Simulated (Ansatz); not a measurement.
Cost and result for the atomization energy of `[AlH2][SiH2]P` (9 atoms, 8 bonds).

```tsv
atom	x (Å)	y (Å)	z (Å)
Al1	0.993	-1.522	-0.867
Si2	0.172	0.715	-0.275
P3	-0.841	0.633	1.753
H4	1.882	-2.325	0.175
H5	0.643	-2.188	-2.266
H6	-0.706	1.317	-1.319
H7	1.332	1.639	-0.097
H8	-1.531	1.866	1.604
H9	-1.945	-0.135	1.292
```

The species carries charge 0 and has multiplicity 1. All single points use the PBE0-D4/def2-TZVP geometry. It is one conformer, not always the lowest. Program: Ansatz. All runs use 2 threads of an INTEL XEON PLATINUM 8581C on a shared host. Times are those of one run each, without the atoms' runs, and a repeat can differ threefold. Electronic energies, without spin–orbit coupling; frozen cores. CCSD(T)/CBS adds CCSD(T) − MP2 in def2-TZVPP to the MP2 limit, and its time is that of the two runs behind it. T1 = 0.014. B3LYP takes the VWN-RPA correlation (the form of Gaussian; ORCA's B3LYP/G). HSE06 is the plane-wave form, built on full-range PBE exchange.

CCSD(T)/CBS is a level of theory with its own doubt, some kJ/mol a heavy atom from the limit and from the frozen cores, so smaller differences don't rank the functionals.

```tsv
level	functions	wall time
LDA (SPW92)/def2-TZVPP	210	0.9 s
BLYP-D4/def2-TZVPP	210	1.4 s
CCSD(T)/def2-SVP	84	1.4 s
PBE0-D4/def2-TZVPP	210	1.9 s
HSE06-D4/def2-TZVPP	210	2.3 s
CAM-B3LYP-D4/def2-TZVPP	210	2.6 s
r2SCAN-D4/def2-TZVPP (with forces)	210	2.9 s
B3LYP-D4/def2-TZVPP (with forces)	210	3.3 s
r2SCANh-D4/def2-TZVPP	210	3.4 s
PBE-QIDH/def2-TZVPP	210	3.8 s
MP2/def2-QZVPP	390	13 s
CCSD(T)/def2-TZVPP	210	30 s
CCSD(T)/CBS(def2)	–	43 s
```

Question: What atomization energy does each give, and how far from CCSD(T)/CBS? (Estimate.)

Answer: The calculation gave: 
```csv
level,atomization (kcal/mol),difference from CCSD(T)/CBS,per bond
LDA (SPW92)/def2-TZVPP,617.7,57.8,7.2
BLYP-D4/def2-TZVPP,554.0,-5.9,-0.7
CCSD(T)/def2-SVP,515.5,-44.4,-5.6
PBE0-D4/def2-TZVPP,551.9,-8.0,-1.0
HSE06-D4/def2-TZVPP,552.0,-7.9,-1.0
CAM-B3LYP-D4/def2-TZVPP,561.0,1.1,0.1
r2SCAN-D4/def2-TZVPP (with forces),559.3,-0.6,-0.1
B3LYP-D4/def2-TZVPP (with forces),561.0,1.1,0.1
r2SCANh-D4/def2-TZVPP,557.6,-2.3,-0.3
PBE-QIDH/def2-TZVPP,548.6,-11.3,-1.4
MP2/def2-QZVPP,542.2,-17.7,-2.2
CCSD(T)/def2-TZVPP,543.6,-16.3,-2.0
CCSD(T)/CBS(def2),559.9,0.0,0.0
```

In def2-TZVPP, CCSD(T) changes the Hartree–Fock value by +131.2 kcal/mol (the triples alone add +5.4 kcal/mol) and MP2 by +120.1 kcal/mol; breaking electron pairs costs correlation energy, which Hartree–Fock lacks. From BLYP to BHLYP (50 % exact exchange), in def2-TZVPP and without D4, the atomization energy moves by +4.6 kcal/mol. At CCSD(T), def2-SVP lies −44.4 kcal/mol from the extrapolated value and def2-TZVPP −16.4 kcal/mol: correlation converges slowly with the basis, and small sets miss more of it in the bonded molecule than in its fragments.
